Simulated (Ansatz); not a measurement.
Total energies of BH3P2 (`B1PP1`).

Cartesian coordinates in Å:
```
B -0.031 -0.534 -0.610
P 1.150 0.418 0.512
P -1.096 0.508 0.547
H -0.076 -1.313 -1.501
H 1.189 -0.657 1.446
H -1.136 1.578 -0.394
```

Charge 0, multiplicity 1. The structure was optimised at the PBE0-D4/def2-TZVP level. Basis def2-TZVPP, the Gaussian-basis code of Ansatz.

RPA on PBE orbitals: Hartree–Fock energy of these orbitals -707.85520 Eh, correlation -0.71961 Eh (frozen core).

```tsv
functional	kind	energy without D4 (Eh)	D4 term (kJ/mol)
revPBE	GGA	-709.21956	-40.3
BLYP	GGA	-709.32931	-30.8
PBE0	global hybrid, 25 % exact exchange	-709.05563	-11.4
r2SCANh	meta-GGA hybrid, 10 %	-709.27608	-3.1
HSE06 (plane-wave form)	screened hybrid	-709.03972	-10.7
BHLYP	global hybrid, 50 %	-709.32694	-18.7
CAM-B3LYP	range-separated hybrid	-709.33726	-11.6
ωB97X-V	range-separated hybrid GGA with VV10	-709.23323	–
ωB97M-V	range-separated hybrid meta-GGA with VV10	-709.28757	–
B2PLYP	double hybrid	-709.07083	–
```

Problem. Give the same for LDA (SPW92), PBE, r2SCAN, B97M-V, B3LYP, r2SCAN0, LC-ωPBE, PBE-QIDH. (Best estimate.)

Solution. Computed: 
```json
{"functional": "LDA (SPW92)", "kind": "LDA", "energy without D4 (Eh)": "-706.52804", "D4 term (kJ/mol)": "–"}
{"functional": "PBE", "kind": "GGA", "energy without D4 (Eh)": "-708.99200", "D4 term (kJ/mol)": "-13.7"}
{"functional": "r2SCAN", "kind": "meta-GGA", "energy without D4 (Eh)": "-709.28116", "D4 term (kJ/mol)": "-2.9"}
{"functional": "B97M-V", "kind": "meta-GGA with VV10", "energy without D4 (Eh)": "-709.19448", "D4 term (kJ/mol)": "–"}
{"functional": "B3LYP", "kind": "global hybrid, 20 %", "energy without D4 (Eh)": "-709.39163", "D4 term (kJ/mol)": "-22.7"}
{"functional": "r2SCAN0", "kind": "meta-GGA hybrid, 25 %", "energy without D4 (Eh)": "-709.26922", "D4 term (kJ/mol)": "-3.5"}
{"functional": "LC-ωPBE", "kind": "long-range corrected hybrid", "energy without D4 (Eh)": "-709.11080", "D4 term (kJ/mol)": "–"}
{"functional": "PBE-QIDH", "kind": "double hybrid", "energy without D4 (Eh)": "-708.87369", "D4 term (kJ/mol)": "–"}
```

B3LYP takes the VWN-RPA correlation (the form of Gaussian; ORCA's B3LYP/G). HSE06 is the plane-wave form, built on full-range PBE exchange. The double hybrids freeze the cores in their second-order part.

LC-ωPBE has ω = 0.4 bohr⁻¹.
